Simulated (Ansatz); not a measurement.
This singlet lies 0.28 eV above the relaxed triplet at the level B3LYP/cc-pVTZ // PBE0-D3(BJ)/def2-TZVP (Ansatz, a first-principles code); other levels give the other order.

Species: C2H2O, SMILES `[CH]C=O` (singlet; the order of the spin states depends on the level; H–C–C–O torsion 83°) (charge 0, multiplicity 1).

### Question
Give a relaxed geometry from PBE0-D3(BJ)/def2-TZVP (Ansatz).

### Answer
This is not unique; one that fits is the end point of this relaxation, one of several conformers (outside a Z-matrix the atoms follow the SMILES, hydrogens last).
Cartesian coordinates (Å) in one orientation:
```xyz
5

C      0.850     0.020     0.272
C     -0.470    -0.206     0.118
O     -0.692     1.031     0.013
H      1.514     0.167    -0.575
H     -1.202    -1.012     0.173
```
